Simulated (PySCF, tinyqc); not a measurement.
Inside a calculation (part 1 of 2). Method: RHF in the sto-6g basis, for BH, spin multiplicity 1. This run ends on a higher stationary point, not on the lowest solution. The lowest restricted solution is unstable here: a spin-polarised one lies 0.0148 hartree lower (PySCF). Computed by tinyqc, a small Python program that keeps every step (integrals from PySCF). Settings: charge = 0, multiplicity = 1, basis = sto-6g, energy threshold = 1e-08, iteration cap = 81, orthogonalisation = symmetric, start = core, DIIS depth = 0, shift = 0.2, method = RHF. Command: `OMP_NUM_THREADS=1 python tinyqc.py 23908 23909 out.jsonl` (the two numbers bound the seeds that draw the settings). One thread of a shared host (Intel(R) Xeon(R) Processor @ 2.60GHz), about 0.07 s of CPU time with the checks. Later iterations appear only in the table of the cycle.

## One-electron integrals

Geometry (angstrom):

| atom | x | y | z |
|---|---|---|---|
| B | 0.000000 | 0.000000 | 0.000000 |
| H | 0.000000 | 0.000000 | 1.111000 |

Basis sto-6g: exponents (1/bohr^2) and contraction coefficients of normalised primitives:

| element | l (shell) | exponent | coefficient |
|---|---|---|---|
| B | s (1) | 506.011147 | 0.009164 |
| B | s (1) | 92.776814 | 0.049362 |
| B | s (1) | 25.955658 | 0.168538 |
| B | s (1) | 8.916445 | 0.370563 |
| B | s (1) | 3.462507 | 0.416492 |
| B | s (1) | 1.426054 | 0.130334 |
| B | s (2) | 23.194575 | -0.013253 |
| B | s (2) | 4.590810 | -0.046992 |
| B | s (2) | 1.426819 | -0.033785 |
| B | s (2) | 0.548948 | 0.250242 |
| B | s (2) | 0.238410 | 0.595117 |
| B | s (2) | 0.109280 | 0.240706 |
| B | p (3) | 23.194575 | 0.003760 |
| B | p (3) | 4.590810 | 0.037679 |
| B | p (3) | 1.426819 | 0.173897 |
| B | p (3) | 0.548948 | 0.418036 |
| B | p (3) | 0.238410 | 0.425859 |
| B | p (3) | 0.109280 | 0.101708 |
| H | s (1) | 35.523221 | 0.009164 |
| H | s (1) | 6.513144 | 0.049361 |
| H | s (1) | 1.822143 | 0.168538 |
| H | s (1) | 0.625955 | 0.370563 |
| H | s (1) | 0.243077 | 0.416492 |
| H | s (1) | 0.100112 | 0.130334 |

Overlap, kinetic and nuclear-attraction integrals over the contracted functions; the nuclear repulsion is the sum of Za Zb / Rab.

nuclear repulsion = 2.38153560 hartree

overlap S:
```
           1B 1s     1B 2s    1B 2px    1B 2py    1B 2pz     2H 1s
1B 1s   1.000000  0.264891  0.000000  0.000000  0.000000  0.082469
1B 2s   0.264891  1.000000  0.000000  0.000000  0.000000  0.517598
1B 2px  0.000000  0.000000  1.000000  0.000000  0.000000  0.000000
1B 2py  0.000000  0.000000  0.000000  1.000000  0.000000  0.000000
1B 2pz  0.000000  0.000000  0.000000  0.000000  1.000000  0.513306
2H 1s   0.082469  0.517598  0.000000  0.000000  0.513306  1.000000
```

kinetic energy T (hartree):
```
            1B 1s      1B 2s    1B 2px    1B 2py    1B 2pz      2H 1s
1B 1s   10.947243  -0.333880  0.000000  0.000000  0.000000  -0.008629
1B 2s   -0.333880   0.374498  0.000000  0.000000  0.000000   0.109457
1B 2px   0.000000   0.000000  1.125026  0.000000  0.000000   0.000000
1B 2py   0.000000   0.000000  0.000000  1.125026  0.000000   0.000000
1B 2pz   0.000000   0.000000  0.000000  0.000000  1.125026   0.270292
2H 1s   -0.008629   0.109457  0.000000  0.000000  0.270292   0.768522
```

nuclear attraction V (hartree):
```
             1B 1s      1B 2s     1B 2px     1B 2py     1B 2pz      2H 1s
1B 1s   -23.868028  -2.870354   0.000000   0.000000  -0.022405  -1.001210
1B 2s    -2.870354  -4.203631   0.000000   0.000000  -0.176570  -2.022593
1B 2px    0.000000   0.000000  -4.158343   0.000000   0.000000   0.000000
1B 2py    0.000000   0.000000   0.000000  -4.158343   0.000000   0.000000
1B 2pz   -0.022405  -0.176570   0.000000   0.000000  -4.293717  -1.949000
2H 1s    -1.001210  -2.022593   0.000000   0.000000  -1.949000  -3.574078
```

core Hamiltonian H = T + V (hartree):
```
             1B 1s      1B 2s     1B 2px     1B 2py     1B 2pz      2H 1s
1B 1s   -12.920785  -3.204234   0.000000   0.000000  -0.022405  -1.009839
1B 2s    -3.204234  -3.829133   0.000000   0.000000  -0.176570  -1.913136
1B 2px    0.000000   0.000000  -3.033316   0.000000   0.000000   0.000000
1B 2py    0.000000   0.000000   0.000000  -3.033316   0.000000   0.000000
1B 2pz   -0.022405  -0.176570   0.000000   0.000000  -3.168691  -1.678708
2H 1s    -1.009839  -1.913136   0.000000   0.000000  -1.678708  -2.805556
```

## Two-electron integrals

Functions are numbered as in S; the eight-fold symmetry (ij|kl) = (ji|kl) = (kl|ij) leaves the list below.

Two-electron integrals (ij|kl) in chemists' order, unique and non-zero (hartree):
```
(11|11) 2.924993   (21|11) 0.480756   (21|21) 0.099484   (22|11) 0.743449
(22|21) 0.188967   (22|22) 0.544922   (31|31) 0.021096   (32|31) 0.030854
(32|32) 0.120443   (33|11) 0.743450   (33|21) 0.188967   (33|22) 0.544922
(33|33) 0.587109   (41|41) 0.021096   (42|41) 0.030854   (42|42) 0.120443
(43|43) 0.031641   (44|11) 0.743450   (44|21) 0.188967   (44|22) 0.544922
(44|33) 0.523827   (44|44) 0.587109   (51|51) 0.021096   (52|51) 0.030854
(52|52) 0.120443   (53|53) 0.031641   (54|54) 0.031641   (55|11) 0.743450
(55|21) 0.188967   (55|22) 0.544922   (55|33) 0.523827   (55|44) 0.523827
(55|55) 0.587109   (61|11) 0.156333   (61|21) 0.031266   (61|22) 0.058649
(61|33) 0.058329   (61|44) 0.058329   (61|51) 0.002444   (61|52) 0.004591
(61|55) 0.059288   (61|61) 0.010194   (62|11) 0.320309   (62|21) 0.082464
(62|22) 0.255526   (62|33) 0.248847   (62|44) 0.248847   (62|51) 0.009602
(62|52) 0.052931   (62|55) 0.268881   (62|61) 0.027324   (62|62) 0.155975
(63|31) 0.009374   (63|32) 0.040694   (63|53) 0.010336   (63|63) 0.018891
(64|41) 0.009374   (64|42) 0.040694   (64|54) 0.010336   (64|64) 0.018891
(65|11) 0.282022   (65|21) 0.073747   (65|22) 0.240860   (65|33) 0.228093
(65|44) 0.228093   (65|51) 0.016857   (65|52) 0.086686   (65|55) 0.266393
(65|61) 0.025896   (65|62) 0.172852   (65|65) 0.206430   (66|11) 0.465885
(66|21) 0.122511   (66|22) 0.423466   (66|33) 0.398266   (66|44) 0.398266
(66|51) 0.019064   (66|52) 0.132618   (66|55) 0.473866   (66|61) 0.041855
(66|62) 0.316493   (66|65) 0.383844   (66|66) 0.774999
```

## Orthogonalisation

S = U s U^T; symmetric (Loewdin) form X = U s^(-1/2) U^T, so that X^T S X = 1.

eigenvalues of S: 0.262650  0.798540  1.000000  1.000000  1.159756  1.779054

X:
```
            1B 1s      1B 2s    1B 2px    1B 2py     1B 2pz      2H 1s
1B 1s    1.029094  -0.151983  0.000000  0.000000  -0.012943   0.024092
1B 2s   -0.151983   1.206874  0.000000  0.000000   0.174244  -0.419825
1B 2px   0.000000   0.000000  1.000000  0.000000   0.000000   0.000000
1B 2py   0.000000   0.000000  0.000000  1.000000   0.000000   0.000000
1B 2pz  -0.012943   0.174244  0.000000  0.000000   1.169507  -0.409719
2H 1s    0.024092  -0.419825  0.000000  0.000000  -0.409719   1.343128
```

## Starting guess

The start is the orbitals of the core Hamiltonian; D = 2 C_occ C_occ^T.

D at the start:
```
            1B 1s      1B 2s     1B 2px     1B 2py     1B 2pz      2H 1s
1B 1s    2.111131  -0.418565   0.000000   0.000000  -0.279284   0.063870
1B 2s   -0.418565   1.532411   0.000000   0.000000   1.162999  -0.186735
1B 2px   0.000000   0.000000   0.203298  -0.604373   0.000000   0.000000
1B 2py   0.000000   0.000000  -0.604373   1.796702   0.000000   0.000000
1B 2pz  -0.279284   1.162999   0.000000   0.000000   0.883378  -0.141472
2H 1s    0.063870  -0.186735   0.000000   0.000000  -0.141472   0.022838
```

## Iteration 1: building the Fock matrix

J_ij = sum D_kl (ij|kl), K_ij = sum D_kl (ik|jl); F = H + J - 0.5 K; E = tr D H + tr D J / 2 - 0.25 tr D K + E_nn.

Coulomb J (hartree):
```
           1B 1s     1B 2s     1B 2px     1B 2py    1B 2pz     2H 1s
1B 1s   8.886693  1.721223   0.000000   0.000000  0.052375  0.556812
1B 2s   1.721223  3.671172   0.000000   0.000000  0.222236  1.755284
1B 2px  0.000000  0.000000   3.628703  -0.038246  0.000000  0.000000
1B 2py  0.000000  0.000000  -0.038246   3.729537  0.000000  0.000000
1B 2pz  0.052375  0.222236   0.000000   0.000000  3.655270  1.675584
2H 1s   0.556812  1.755284   0.000000   0.000000  1.675584  2.839107
```

exchange K (hartree):
```
           1B 1s     1B 2s     1B 2px     1B 2py    1B 2pz     2H 1s
1B 1s   5.993702  1.035376   0.000000   0.000000  0.035486  0.357400
1B 2s   1.035376  1.137851   0.000000   0.000000  0.616534  0.741656
1B 2px  0.000000  0.000000   0.390940  -0.335710  0.000000  0.000000
1B 2py  0.000000  0.000000  -0.335710   1.276025  0.000000  0.000000
1B 2pz  0.035486  0.616534   0.000000   0.000000  0.684315  0.586939
2H 1s   0.357400  0.741656   0.000000   0.000000  0.586939  0.641633
```

Fock matrix F (hartree):
```
            1B 1s      1B 2s    1B 2px    1B 2py     1B 2pz      2H 1s
1B 1s   -7.030943  -2.000700  0.000000  0.000000   0.012227  -0.631727
1B 2s   -2.000700  -0.726886  0.000000  0.000000  -0.262601  -0.528680
1B 2px   0.000000   0.000000  0.399917  0.129609   0.000000   0.000000
1B 2py   0.000000   0.000000  0.129609  0.058208   0.000000   0.000000
1B 2pz   0.012227  -0.262601  0.000000  0.000000   0.144422  -0.296594
2H 1s   -0.631727  -0.528680  0.000000  0.000000  -0.296594  -0.287266
```

total energy of this density = -24.25821247 hartree

## Iteration 1: diagonalisation and new density

A level shift of 0.2 hartree raises the virtual space: F + shift (S - S D(s) S), with D(s) the density of one spin (D/2). Diagonalise F' = X^T F X, C = X C', fill 3 alpha and 3 beta electrons from the bottom; D = 2 C_occ C_occ^T. Each column has its largest component positive (the first on a tie).

F' = X^T F X (hartree):
```
           1          2         3         4          5          6
1  -6.864866  -1.067168  0.000000  0.000000   0.044539  -0.131452
2  -1.067168  -0.059631  0.000000  0.000000  -0.144421  -0.475220
3   0.000000   0.000000  0.579587  0.190046   0.000000   0.000000
4   0.000000   0.000000  0.190046  0.078538   0.000000   0.000000
5   0.044539  -0.144421  0.000000  0.000000   0.515337  -0.477787
6  -0.131452  -0.475220  0.000000  0.000000  -0.477787   0.383602
```

orbital energies (hartree): MO1 -7.033816, MO2 -0.415779, MO3 0.014610, MO4 0.440496, MO5 0.643515, MO6 0.983541

coefficients C:
```
              MO1        MO2        MO3        MO4       MO5        MO6
1B 1s    0.994012  -0.209701   0.000000  -0.209207  0.000000   0.084138
1B 2s    0.022864   0.614612   0.000000   0.884464  0.000000  -0.725060
1B 2px   0.000000   0.000000  -0.318825   0.000000  0.947814   0.000000
1B 2py   0.000000   0.000000   0.947814   0.000000  0.318825   0.000000
1B 2pz   0.001336   0.356986   0.000000  -0.483206  0.000000  -1.097823
2H 1s   -0.003370   0.383941   0.000000  -0.467387  0.000000   1.335224
```

D after iteration 1:
```
            1B 1s      1B 2s     1B 2px     1B 2py     1B 2pz      2H 1s
1B 1s    2.064070  -0.212315   0.000000   0.000000  -0.147065  -0.167725
1B 2s   -0.212315   0.756540   0.000000   0.000000   0.438876   0.471795
1B 2px   0.000000   0.000000   0.203298  -0.604373   0.000000   0.000000
1B 2py   0.000000   0.000000  -0.604373   1.796702   0.000000   0.000000
1B 2pz  -0.147065   0.438876   0.000000   0.000000   0.254881   0.274114
2H 1s   -0.167725   0.471795   0.000000   0.000000   0.274114   0.294844
```

## Iteration 2: building the Fock matrix

As before.

Coulomb J (hartree):
```
           1B 1s     1B 2s     1B 2px     1B 2py    1B 2pz     2H 1s
1B 1s   8.613863  1.663004   0.000000   0.000000  0.043981  0.537757
1B 2s   1.663004  3.573620   0.000000   0.000000  0.231675  1.755393
1B 2px  0.000000  0.000000   3.518297  -0.038246  0.000000  0.000000
1B 2py  0.000000  0.000000  -0.038246   3.619130  0.000000  0.000000
1B 2pz  0.043981  0.231675   0.000000   0.000000  3.583430  1.708992
2H 1s   0.537757  1.755393   0.000000   0.000000  1.708992  2.981615
```

exchange K (hartree):
```
           1B 1s     1B 2s     1B 2px     1B 2py    1B 2pz     2H 1s
1B 1s   5.937486  1.045435   0.000000   0.000000  0.001792  0.343719
1B 2s   1.045435  1.097398   0.000000   0.000000  0.532745  0.874085
1B 2px  0.000000  0.000000   0.352324  -0.335710  0.000000  0.000000
1B 2py  0.000000  0.000000  -0.335710   1.237409  0.000000  0.000000
1B 2pz  0.001792  0.532745   0.000000   0.000000  0.617537  0.711728
2H 1s   0.343719  0.874085   0.000000   0.000000  0.711728  1.085480
```

Fock matrix F (hartree):
```
            1B 1s      1B 2s    1B 2px     1B 2py     1B 2pz      2H 1s
1B 1s   -7.275665  -2.063948  0.000000   0.000000   0.020680  -0.643941
1B 2s   -2.063948  -0.804211  0.000000   0.000000  -0.211268  -0.594785
1B 2px   0.000000   0.000000  0.308818   0.129609   0.000000   0.000000
1B 2py   0.000000   0.000000  0.129609  -0.032891   0.000000   0.000000
1B 2pz   0.020680  -0.211268  0.000000   0.000000   0.105971  -0.325580
2H 1s   -0.643941  -0.594785  0.000000   0.000000  -0.325580  -0.366681
```

total energy of this density = -24.68903384 hartree

## Iteration 2: diagonalisation and new density

As before.

F' = X^T F X (hartree):
```
           1          2         3          4          5          6
1  -7.105000  -1.102340  0.000000   0.000000   0.040447  -0.111748
2  -1.102340  -0.054372  0.000000   0.000000  -0.024294  -0.581656
3   0.000000   0.000000  0.488489   0.190046   0.000000   0.000000
4   0.000000   0.000000  0.190046  -0.012561   0.000000   0.000000
5   0.040447  -0.024294  0.000000   0.000000   0.534388  -0.530969
6  -0.111748  -0.581656  0.000000   0.000000  -0.530969   0.289318
```

orbital energies (hartree): MO1 -7.278615, MO2 -0.507028, MO3 -0.076489, MO4 0.359642, MO5 0.552416, MO6 1.090337

coefficients C:
```
              MO1        MO2        MO3        MO4       MO5        MO6
1B 1s    0.994082  -0.199206   0.000000  -0.202194  0.000000   0.118817
1B 2s    0.022841   0.544589   0.000000   0.820316  0.000000  -0.846310
1B 2px   0.000000   0.000000  -0.318825   0.000000  0.947814   0.000000
1B 2py   0.000000   0.000000   0.947814   0.000000  0.318825   0.000000
1B 2pz  -0.000211   0.259237   0.000000  -0.572013  0.000000  -1.082471
2H 1s   -0.004091   0.503051   0.000000  -0.359121  0.000000   1.329154
```

D after iteration 2:
```
            1B 1s      1B 2s     1B 2px     1B 2py     1B 2pz      2H 1s
1B 1s    2.055764  -0.171559   0.000000   0.000000  -0.103703  -0.208555
1B 2s   -0.171559   0.594198   0.000000   0.000000   0.282345   0.547725
1B 2px   0.000000   0.000000   0.203298  -0.604373   0.000000   0.000000
1B 2py   0.000000   0.000000  -0.604373   1.796702   0.000000   0.000000
1B 2pz  -0.103703   0.282345   0.000000   0.000000   0.134407   0.260820
2H 1s   -0.208555   0.547725   0.000000   0.000000   0.260820   0.506154
```

## Iteration 3: building the Fock matrix

As before.

Coulomb J (hartree):
```
           1B 1s     1B 2s     1B 2px     1B 2py    1B 2pz     2H 1s
1B 1s   8.545319  1.647574   0.000000   0.000000  0.040990  0.532591
1B 2s   1.647574  3.545829   0.000000   0.000000  0.230026  1.753578
1B 2px  0.000000  0.000000   3.487073  -0.038246  0.000000  0.000000
1B 2py  0.000000  0.000000  -0.038246   3.587906  0.000000  0.000000
1B 2pz  0.040990  0.230026   0.000000   0.000000  3.562504  1.715546
2H 1s   0.532591  1.753578   0.000000   0.000000  1.715546  3.020236
```

exchange K (hartree):
```
            1B 1s     1B 2s     1B 2px     1B 2py     1B 2pz     2H 1s
1B 1s    5.927757  1.043347   0.000000   0.000000  -0.000672  0.340804
1B 2s    1.043347  1.072622   0.000000   0.000000   0.488829  0.885756
1B 2px   0.000000  0.000000   0.340430  -0.335710   0.000000  0.000000
1B 2py   0.000000  0.000000  -0.335710   1.225515   0.000000  0.000000
1B 2pz  -0.000672  0.488829   0.000000   0.000000   0.577918  0.712669
2H 1s    0.340804  0.885756   0.000000   0.000000   0.712669  1.183768
```

Fock matrix F (hartree):
```
            1B 1s      1B 2s    1B 2px     1B 2py     1B 2pz      2H 1s
1B 1s   -7.339344  -2.078334  0.000000   0.000000   0.018921  -0.647650
1B 2s   -2.078334  -0.819615  0.000000   0.000000  -0.190959  -0.602436
1B 2px   0.000000   0.000000  0.283542   0.129609   0.000000   0.000000
1B 2py   0.000000   0.000000  0.129609  -0.058168   0.000000   0.000000
1B 2pz   0.018921  -0.190959  0.000000   0.000000   0.104854  -0.319496
2H 1s   -0.647650  -0.602436  0.000000   0.000000  -0.319496  -0.377204
```

total energy of this density = -24.72156223 hartree

## Iteration 3: diagonalisation and new density

As before.

F' = X^T F X (hartree):
```
           1          2         3          4          5          6
1  -7.168143  -1.108962  0.000000   0.000000   0.033398  -0.108786
2  -1.108962  -0.052872  0.000000   0.000000   0.010719  -0.595392
3   0.000000   0.000000  0.463212   0.190046   0.000000   0.000000
4   0.000000   0.000000  0.190046  -0.037838   0.000000   0.000000
5   0.033398   0.010719  0.000000   0.000000   0.543346  -0.524979
6  -0.108786  -0.595392  0.000000   0.000000  -0.524979   0.260134
```

orbital energies (hartree): MO1 -7.342175, MO2 -0.512342, MO3 -0.101765, MO4 0.336787, MO5 0.527140, MO6 1.100194

coefficients C:
```
              MO1        MO2        MO3        MO4       MO5        MO6
1B 1s    0.994209  -0.198374   0.000000  -0.198248  0.000000   0.125600
1B 2s    0.022468   0.534000   0.000000   0.805678  0.000000  -0.866880
1B 2px   0.000000   0.000000  -0.318825   0.000000  0.947814   0.000000
1B 2py   0.000000   0.000000   0.947814   0.000000  0.318825   0.000000
1B 2pz   0.000043   0.226006   0.000000  -0.585104  0.000000  -1.082922
2H 1s   -0.004322   0.530564   0.000000  -0.353156  0.000000   1.320023
```

D after iteration 3:
```
            1B 1s      1B 2s     1B 2px     1B 2py     1B 2pz      2H 1s
1B 1s    2.055608  -0.167188   0.000000   0.000000  -0.089582  -0.219094
1B 2s   -0.167188   0.571322   0.000000   0.000000   0.241377   0.566448
1B 2px   0.000000   0.000000   0.203298  -0.604373   0.000000   0.000000
1B 2py   0.000000   0.000000  -0.604373   1.796702   0.000000   0.000000
1B 2pz  -0.089582   0.241377   0.000000   0.000000   0.102158   0.239821
2H 1s   -0.219094   0.566448   0.000000   0.000000   0.239821   0.563034
```

## Iteration 14 (converged): orbitals

converged F (hartree):
```
            1B 1s      1B 2s    1B 2px     1B 2py     1B 2pz      2H 1s
1B 1s   -7.354555  -2.080638  0.000000   0.000000   0.016132  -0.648141
1B 2s   -2.080638  -0.832376  0.000000   0.000000  -0.183450  -0.608858
1B 2px   0.000000   0.000000  0.276029   0.129609   0.000000   0.000000
1B 2py   0.000000   0.000000  0.129609  -0.065680   0.000000   0.000000
1B 2pz   0.016132  -0.183450  0.000000   0.000000   0.115593  -0.310710
2H 1s   -0.648141  -0.608858  0.000000   0.000000  -0.310710  -0.383524
```

Diagonalise F' = X^T F X, C = X C', fill 3 alpha and 3 beta electrons from the bottom; D = 2 C_occ C_occ^T. Each column has its largest component positive (the first on a tie).

F' = X^T F X (hartree):
```
           1          2         3          4          5          6
1  -7.185957  -1.092104  0.000000   0.000000   0.019915  -0.117267
2  -1.092104  -0.181359  0.000000   0.000000   0.064737  -0.512931
3   0.000000   0.000000  0.276029   0.129609   0.000000   0.000000
4   0.000000   0.000000  0.129609  -0.065680   0.000000   0.000000
5   0.019915   0.064737  0.000000   0.000000   0.379171  -0.467260
6  -0.117267  -0.512931  0.000000   0.000000  -0.467260   0.141881
```

orbital energies (hartree): MO1 -7.357317, MO2 -0.517342, MO3 -0.109278, MO4 0.131352, MO5 0.319627, MO6 0.897043

coefficients C:
```
              MO1        MO2        MO3        MO4       MO5        MO6
1B 1s    0.994268  -0.201100   0.000000  -0.194068  0.000000   0.127317
1B 2s    0.022362   0.541507   0.000000   0.797856  0.000000  -0.869456
1B 2px   0.000000   0.000000  -0.318825   0.000000  0.947814   0.000000
1B 2py   0.000000   0.000000   0.947814   0.000000  0.318825   0.000000
1B 2pz   0.000550   0.200457   0.000000  -0.584790  0.000000  -1.088110
2H 1s   -0.004631   0.537966   0.000000  -0.370983  0.000000   1.312112
```

D after iteration 14:
```
            1B 1s      1B 2s     1B 2px     1B 2py     1B 2pz      2H 1s
1B 1s    2.058020  -0.173328   0.000000   0.000000  -0.079529  -0.225578
1B 2s   -0.173328   0.587461   0.000000   0.000000   0.217122   0.582418
1B 2px   0.000000   0.000000   0.203298  -0.604373   0.000000   0.000000
1B 2py   0.000000   0.000000  -0.604373   1.796702   0.000000   0.000000
1B 2pz  -0.079529   0.217122   0.000000   0.000000   0.080366   0.215672
2H 1s   -0.225578   0.582418   0.000000   0.000000   0.215672   0.578857
```
